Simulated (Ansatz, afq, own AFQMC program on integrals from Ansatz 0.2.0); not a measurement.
Two steps: Ansatz 0.2.0 writes the Fock matrix and Cholesky factors of the valence space, and afq projects on them the lowest state that overlaps trial and start.

```yaml
crystal:
  periodic: [false, false, false]
  atoms:
    - {symbol: Ir, position_ang: [0.000000, 0.000000, 0.000000]}
basis:
  gaussian: {orbitals: def2-TZVPP}
magnetization: {spin_polarized: true, initial_magnetization: 3}
correlation: {method: ccsd_t, electrons: outside_noble_gas, hamiltonian_folder: ham}
```

```sh
$ ansatz run in.yaml --threads 1 --pin off --events-out ev --progress --plain --max-ram 16896MiB --backend cuda --devices 0, --max-vram 18GiB
```

Options of the walk:

```
--method phaseless --trial hf --walkers 3800 --populations 20 --least-time 40 --time-step 0.005 --steps-per-block 20 --equilibration-blocks 112 --max-blocks 4000 --target-error 0.0009000 --factor-cut 1e-05 --start spin_pure --seed 5104 --taylor-order 6
```

Times are imaginary, in 1/Eh. The walk had a cap of 97 s. With eight or more populations the least sampling time is a fifth of least-time, and the error comes from their spread. Core potentials past Kr, no spin–orbit coupling.

Output of the walk:

```
orbitals 52  electrons 6 3  factors 369 of 369
reference energy -103.44572546 Eh
CCSD correlation -0.22699635 Eh in 10 cycles, weight of the determinant in the CISD state 0.9098
energy of the start -103.445843 Eh
 block  time / (1/Eh)  mean weight  energy / Eh
     1     0.100  1.0014  -103.513602
     2     0.200  1.0017  -103.558326
     3     0.300  1.0019  -103.589787
     4     0.400  1.0014  -103.609078
     5     0.500  1.0018  -103.623944
     8     0.800  1.0004  -103.646229
    13     1.300  1.0002  -103.665334
    25     2.500  1.0001  -103.672851
    37     3.700  0.9999  -103.677244
    49     4.900  1.0000  -103.675817
    61     6.100  1.0001  -103.681197
    73     7.300  1.0000  -103.683974
    85     8.500  1.0001  -103.681496
    97     9.700  0.9997  -103.678146
   109    10.900  0.9998  -103.680416
   113    11.300  0.9999  -103.686084
   121    12.100  1.0000  -103.680310
   133    13.300  1.0001  -103.684493
   145    14.500  0.9999  -103.679759
   157    15.700  1.0000  -103.683639
   169    16.900  0.9998  -103.673728
   181    18.100  1.0002  -103.677034
   189    18.900  0.9997  -103.679562
error from the spread of 20 populations
energy -103.679473 +/- 0.000808 Eh
(rows thinned)
```

The run passed its tests (sampling time, drift between the halves within three errors, error under three times the target), which doesn't prove that it has relaxed.

Against this walk (error 22.0 meV) on the same determinant: CCSD(T) 60.7 meV lower, CCSDT(Q) 69.2 meV lower, a separate phaseless walk with a CISD trial and standard settings 52.6 ± 22.2 meV lower. The error is statistical and leaves out the bias of the constraint. CCSDT(Q) is the surest value here, so the walk's 69 meV above it is most likely the bias of the constraint with this trial, which can have either sign.

Cautions: constraint bias not in the error; no spin-orbit coupling; outer-core shells of the metal frozen.

The walk took 22 s on 2 threads of a server CPU with a shared H100 80 GB, shared host (the card was shared). The log's last line is the phaseless energy.

CCSDT and higher add their correlation energy to the determinant of the CCSD(T) run, since their own runs factorise the integrals more tightly (a shift of under 2 meV). A walk keeps the symmetry of its determinant, which the program's search chose and which needn't be the lowest solution, so a lower state of the same spin and another symmetry isn't excluded.
